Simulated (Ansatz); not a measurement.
OP (`O=[P]`) radical, 2 atoms. Charge 0, multiplicity 2. All runs use 2 threads of an AMD EPYC 7R13 on a shared host. Correlated methods freeze the cores. Open-shell runs search over several starts.

Question: Give the basis size and wall time and peak host memory of each of these runs in Ansatz. UKS ωB97M-V/def2-QZVPP energy; UKS PBE0-D4/def2-QZVPP energy; UHF-CCSD(T)/def2-TZVPP energy; UKS PBE0-D4/def2-TZVP frequencies; UKS r2SCAN-D4/def2-TZVPP energy and forces; direct RPA on PBE orbitals/def2-TZVPP energy; UHF-CCSD(T)/def2-SVP energy; UHF-CCSD(T)/cc-pV(Q+d)Z energy; UHF-CCSD(T)/cc-pV(D+d)Z energy; UHF-CCSD(T)/cc-pV(T+d)Z energy; UKS B3LYP-D4/def2-TZVPP energy and forces; UKS BLYP-D4/def2-TZVPP energy. (Estimate.)

Answer: Ansatz gave: Other jobs shared the machine, so times are rough.

```json
{"level": "UKS BLYP-D4/def2-TZVPP", "job": "energy", "functions": "73", "wall time": "0.86 s", "peak host memory (GiB)": "0.19"}
{"level": "UHF-CCSD(T)/cc-pV(D+d)Z", "job": "energy", "functions": "37", "wall time": "1.2 s", "peak host memory (GiB)": "0.19"}
{"level": "UHF-CCSD(T)/def2-SVP", "job": "energy", "functions": "32", "wall time": "1.2 s", "peak host memory (GiB)": "0.19"}
{"level": "direct RPA on PBE orbitals/def2-TZVPP", "job": "energy", "functions": "73", "wall time": "1.5 s", "peak host memory (GiB)": "0.19"}
{"level": "UKS B3LYP-D4/def2-TZVPP", "job": "energy and forces", "functions": "73", "wall time": "1.8 s", "peak host memory (GiB)": "0.19"}
{"level": "UKS PBE0-D4/def2-QZVPP", "job": "energy", "functions": "127", "wall time": "1.8 s", "peak host memory (GiB)": "0.2"}
{"level": "UHF-CCSD(T)/def2-TZVPP", "job": "energy", "functions": "73", "wall time": "2.5 s", "peak host memory (GiB)": "0.25"}
{"level": "UKS r2SCAN-D4/def2-TZVPP", "job": "energy and forces", "functions": "73", "wall time": "2.7 s", "peak host memory (GiB)": "0.19"}
{"level": "UKS ωB97M-V/def2-QZVPP", "job": "energy", "functions": "127", "wall time": "3.4 s", "peak host memory (GiB)": "0.28"}
{"level": "UHF-CCSD(T)/cc-pV(T+d)Z", "job": "energy", "functions": "69", "wall time": "3.5 s", "peak host memory (GiB)": "0.23"}
{"level": "UKS PBE0-D4/def2-TZVP", "job": "frequencies", "functions": "68", "wall time": "7 s", "peak host memory (GiB)": "0.19"}
{"level": "UHF-CCSD(T)/cc-pV(Q+d)Z", "job": "energy", "functions": "119", "wall time": "9 s", "peak host memory (GiB)": "0.75"}
```

B3LYP here is the variant with VWN-RPA as its local correlation; programs differ in this.
